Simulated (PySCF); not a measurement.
Molecule: `CCCC(=O)Cl`, C4H7ClO.

Atoms are numbered as in `[CH3:1][CH2:2][CH2:3][C:4](=[O:5])[Cl:6]`. Hydrogens are named by the atom that carries them.

Geometry PBE0-D3(BJ)/def2-SVP throughout; GIAO in PySCF 2.14.0 with density-fitted response routines, gas phase, one conformer, non-relativistic; equivalent atoms averaged; basis pcSseg-1.

For orientation, BHandHLYP gives these shifts δ (against TMS, H2O, HCl at the same level): C4 184.4, C3 50.6, C2 20.0, C1 14.5, O5 602.6, Cl6 438.1, H(C3) 2.46, H(C2) 1.45, H(C1) 0.96 ppm.

A run gave: C4 179.7, C3 50.8, C2 21.1, C1 15.0, O5 569.2, Cl6 453.5, H(C3) 2.57, H(C2) 1.47, H(C1) 0.94 ppm (shifts δ (against TMS, H2O, HCl at the same level)).

Problem. Which functional was used in that run?
A. wB97X-D
B. B97-2
C. LC-wPBE
D. CAM-B3LYP
E. WP04

Solution. B. C4 tells them apart best: B97-2 gives 179.7, LC-wPBE gives 184.7, CAM-B3LYP gives 186.1, wB97X-D gives 183.2, WP04 gives 188.3 ppm.
